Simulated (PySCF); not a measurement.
Results of a calculation; reference values are marked as such.
Si2H5O

Si2H5O is a small molecule (built as: Si site whose three back bonds go to SiH3, OH, H), neutral, doublet. The structure, one conformer, was relaxed in the gas phase by PBE0-D3(BJ)/def2-SVP. No frequency run checks that it is a minimum.

SMILES: O[SiH][SiH3]

```xyz
8

Si   -0.796   -0.813   -0.461
Si    0.935    0.768   -0.276
O    -1.675   -1.008    0.954
H    -0.277   -2.177   -0.791
H     1.613    0.873   -1.606
H     0.345    2.100    0.067
H     1.957    0.431    0.767
H    -2.056   -0.203    1.319
```
Atoms count from 1 in this order.

EPR values by unrestricted B3LYP, IGLO-III on O Si, pcH-1 on H.

Problem. Predict g and the largest hyperfine couplings. Where does the spin sit?

Solution. g = 2.0015, 2.0020, 2.0054. The spin sits on Si1 (83 %, bonded to 1 O + 1 Si + 1 H) by Mulliken populations.
| atom | isotope | isotropic (MHz) | dipolar, principal values (MHz) |
| --- | --- | --- | --- |
| Si1 | 29Si | -495.0 | -143.6, 70.6, 73.1 |
| Si2 | 29Si | -95.4 | -20.5, 8.5, 12.0 |
| H7 | 1H | 71.1 | -2.7, -0.1, 2.7 |
| H4 | 1H | 49.2 | -8.4, 0.8, 7.6 |
| O3 | 17O | -12.2 | -34.9, 17.0, 18.0 |
| H8 | 1H | -5.8 | -8.9, -4.2, 13.1 |

Problem. How do the isotropic couplings move with BHandHLYP?

Solution. Si1 -495.0 to -530.0 MHz, Si2 -95.4 to -96.4 MHz, H7 71.1 to 69.3 MHz, H4 49.2 to 51.2 MHz.
